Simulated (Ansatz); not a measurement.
Relaxation of FH₃Si (5 atoms, charge 0, multiplicity 1), to a largest force component of 0.03 eV/Å in at most 50 steps.

Method: Ansatz, UKS B3LYP/def2-SVP.

```xyz
5
Properties=species:S:1:pos:R:3
Si -0.739 0.150 0.716
H 0.343 -1.420 -1.230
F 1.025 -0.851 -1.450
H 0.350 0.536 1.724
H -0.980 1.585 0.240
```

**Question.** Where does it end, and by what steps?

**Answer.** It converged. After 6 steps the energy has fallen by 0.211 eV; F3 moved furthest, 0.64 Å.

| step | energy less start (eV) | largest force component (eV/Å) | accepted |
| --- | --- | --- | --- |
| 0 | 0.0000 | 0.707 | yes |
| 1 | -0.0674 | 0.901 | yes |
| 2 | -0.1336 | 0.785 | yes |
| 3 | -0.1795 | 0.391 | yes |
| 4 | -0.1955 | 0.332 | yes |
| 5 | -0.2087 | 0.182 | yes |
| 6 | -0.2106 | 0.025 | yes |

```xyz
5
Properties=species:S:1:pos:R:3
Si -0.720 0.038 0.645
H 0.361 -1.360 -1.224
F 0.719 -0.531 -0.982
H 0.466 0.422 1.527
H -0.826 1.432 0.034
```

Run time: 12 s on 1 thread of Arm Neoverse V1, with other jobs on the host, peak memory 0.11 GiB.
